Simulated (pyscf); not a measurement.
Optimised with ωB97X-D3(BJ)/def2-SVP in PySCF. Correlated levels are frozen-core, on RHF or UHF. ΔMP2 is the change of the MP2 total energy from the triple- to the quadruple-zeta basis.

Question: H₃C–SnH₃ + H• → CH₄ + SnH₃•
Surface: doublet. Broken: C–Sn. Formed: C–H. Give ΔE‡ and ΔE from CCSD(T)/def2-TZVPP + ΔMP2(QZVPP), relative to the separated reactants.

Answer: ΔE‡ = 0.70 eV, ΔE = -1.64 eV. Zero-point energy shifts the barrier by +0.06 eV. It is a substitution at C, with an imaginary mode of 1408i cm⁻¹. The same reactants have a lower exit, to SnH₄ + CH₃• (barrier +0.40 eV at ωB97M-D3(BJ), against +0.69 eV here). One saddle was located; it need not be the lowest between these sides. The angle at the attacked C is 180°. The CCSD(T) − MP2 part came from Ansatz, without density fitting, on the same reference. The frozen core leaves the outer d or s,p core shells of the metals and heavy elements correlated in the MP2 and CC values, and def2-TZVPP describes them poorly, which can shift differences by a few kcal/mol. Elements past Kr carry the def2 core potentials, without spin-orbit coupling.
